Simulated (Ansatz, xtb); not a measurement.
System: H2Si, singlet: symmetric bend, bond length relaxed. Scanned: H-Si-H angle. Other coordinates (Si-H bond length) were minimised at B3LYP/def2-TZVP.

Levels: GFN1-xTB (xtb); FCI/aug-cc-pVDZ = Ansatz (an electronic-structure program) with full CI/aug-cc-pVDZ, frozen core; CCSD(T)/aug-cc-pVDZ = CCSD(T) on RHF/aug-cc-pVDZ, frozen core in Ansatz.

Energies in kcal/mol, each method relative to its own lowest point.

```json
[
 {"a / °": "180", "GFN1-xTB": "…", "FCI/aug-cc-pVDZ": "64.2", "CCSD(T)/aug-cc-pVDZ": "67.7"},
 {"a / °": "170.09", "GFN1-xTB": "63.5", "FCI/aug-cc-pVDZ": "61.5", "CCSD(T)/aug-cc-pVDZ": "64.1"},
 {"a / °": "157.76", "GFN1-xTB": "45.8", "FCI/aug-cc-pVDZ": "50.4", "CCSD(T)/aug-cc-pVDZ": "51.3"},
 {"a / °": "149.87", "GFN1-xTB": "36.9", "FCI/aug-cc-pVDZ": "41.0", "CCSD(T)/aug-cc-pVDZ": "41.5"},
 {"a / °": "140.66", "GFN1-xTB": "28.2", "FCI/aug-cc-pVDZ": "30.2", "CCSD(T)/aug-cc-pVDZ": "30.5"},
 {"a / °": "129.28", "GFN1-xTB": "18.9", "FCI/aug-cc-pVDZ": "18.5", "CCSD(T)/aug-cc-pVDZ": "18.6"},
 {"a / °": "120.29", "GFN1-xTB": "…", "FCI/aug-cc-pVDZ": "10.9", "CCSD(T)/aug-cc-pVDZ": "11.0"},
 {"a / °": "108.38", "GFN1-xTB": "5.7", "FCI/aug-cc-pVDZ": "3.7", "CCSD(T)/aug-cc-pVDZ": "3.7"},
 {"a / °": "100.28", "GFN1-xTB": "…", "FCI/aug-cc-pVDZ": "0.9", "CCSD(T)/aug-cc-pVDZ": "0.9"},
 {"a / °": "89.10", "GFN1-xTB": "0.0", "FCI/aug-cc-pVDZ": "0.0", "CCSD(T)/aug-cc-pVDZ": "0.0"},
 {"a / °": "81.01", "GFN1-xTB": "…", "FCI/aug-cc-pVDZ": "1.8", "CCSD(T)/aug-cc-pVDZ": "1.8"},
 {"a / °": "70.52", "GFN1-xTB": "5.7", "FCI/aug-cc-pVDZ": "7.2", "CCSD(T)/aug-cc-pVDZ": "7.3"},
 {"a / °": "60", "GFN1-xTB": "17.1", "FCI/aug-cc-pVDZ": "16.0", "CCSD(T)/aug-cc-pVDZ": "16.1"}
]
```

Some entries are withheld; supply them.


- 180, GFN1-xTB: 77.6
- 120.29, GFN1-xTB: 12.6
- 100.28, GFN1-xTB: 2.3
- 81.01, GFN1-xTB: 0.7
